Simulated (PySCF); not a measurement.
Gas-phase reaction: 2 SiO(OH)₂ ⇌ H₃SiOH + 3 O + SiO₂

Method: PySCF energies (xtb for GFN2) plus ideal-gas RRHO corrections (1 bar). † marks an energy on the PBE0/def2-TZVP geometry and frequencies; other levels use their own. MP2 freezes the core. 6-31G* has spherical d functions here. Open shells (unrestricted): O (multiplicity 3, electronic degeneracy 9); the rest are closed-shell singlets. GFN2 has no spin-polarisation term. Spin-orbit splitting is ignored; it lowers the true energy and changes the entropy of O. B3LYP is the form with VWN-RPA correlation. SiO(OH)₂, H₃SiOH: computed as isolated molecules; such fragments, hydroxides, amides, oligomers or adducts are transient or little studied in the gas. MP2 isn't extrapolated to the basis-set limit; its ΔH°(298 K) is 1674.0 kJ in def2-SVP and 1846.5 kJ in def2-TZVPP. The harmonic model lacks anharmonicity and excited electronic states, which grow with temperature; levels with a mode under 35 cm⁻¹ are left out. Internal rotation in SiO(OH)₂, H₃SiOH is treated as a harmonic vibration of one conformer, which makes the entropy rough.

| level | ΔE electronic, kJ | ΔH°(298 K), kJ | ΔS°(298 K), J/K | ΔG°(1000 K), kJ |
|---|---|---|---|---|
| B3LYP/6-31G* | 1684 | 1644 | 388 | 1252 |
| B3LYP/def2-TZVP† | 1776 | 1733 | 391 | 1338 |
| GFN2-xTB | 2700 | 2661 | 383 | 2274 |
| HF/6-31G* | 1081 | 1036 | 394 | 638 |
| HF/def2-TZVP† | 1184 | 1142 | 391 | 747 |
| MP2/def2-TZVPP† | 1889 | 1847 | 391 | 1452 |
| PBE0/def2-QZVP† | 1813 | 1770 | 391 | 1375 |
| PBE0/def2-SVP† | 1734 | 1692 | 391 | 1297 |
| r2SCAN/def2-TZVP† | 1827 | 1784 | 391 | 1389 |
| LDA/def2-TZVP† | 2198 | 2156 | 391 | 1761 |
| ωB97M-V/def2-TZVP† | 1830 | 1788 | 391 | 1393 |
ΔH° is lowest at HF/6-31G* and highest at GFN2-xTB. No reference value is set beside these.
